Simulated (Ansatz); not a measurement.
# CH2Al+ (quintet): wave-function methods side by side, def2-TZVPP

One table from this session's results is given with a row withheld; the runs are named, their logs left out.

Computed with Ansatz 0.2.0, Gaussian basis. Level: def2-TZVPP, core rule «outside noble gas», up to 6 orbitals frozen.

Plan: UHF; ROHF; CCSD(T) on UHF.

## The system

The geometry is a PBE0/def2-TZVP stationary point (not a proven minimum) of the parent state, kept for this charge and spin.

4 atoms, charge 1, spin multiplicity 5.

Atoms are counted from 1 here; the program's logs count them from 0.

Bond lengths: Al1–C2 1.923 Å, Al1–H3 1.613 Å, C2–H4 1.088 Å. Angles: C2–Al1–H3 117.5°, Al1–C2–H4 152.8°.

Set-up of the first run:

File in.yaml:

```yaml
crystal:
  periodic: [false, false, false]
  atoms:
    - {symbol: Al, position_ang: [0.000000, -0.074388, 0.613390]}
    - {symbol: C, position_ang: [0.000000, 0.010117, -1.308029]}
    - {symbol: H, position_ang: [0.000000, 1.321704, 1.420502]}
    - {symbol: H, position_ang: [0.000000, 0.549036, -2.253748]}
basis:
  gaussian: {orbitals: def2-TZVPP}
total_charge: 1
magnetization: {spin_polarized: true, initial_magnetization: 4}
hamiltonian: {xc: hf}
output: {orbitals: {seedname: orbitals}}
```

On the command line:

```
$ ansatz run in.yaml --threads 1 --pin off --events-out ev --progress --plain --max-ram 2816MiB --backend cpu
```

Among the steps run: UHF; ROHF; CCSD(T) on UHF.

One of the session's tables, all rows but one given; the rest of the session is left out.

```
  method  from UCCSD(T) (kJ/mol)
    ROHF                  +461.2
     UHF                  +435.6
    UMP2                       ?
   UCCSD                   +17.4
UCCSD(T)                       0
```

Q: Estimate the row for UMP2 from the others.

The run gave: from UCCSD(T) (kJ/mol): +87.3. In the column «from UCCSD(T) (kJ/mol)» it lies between UCCSD (+17.4) and UHF (+435.6).
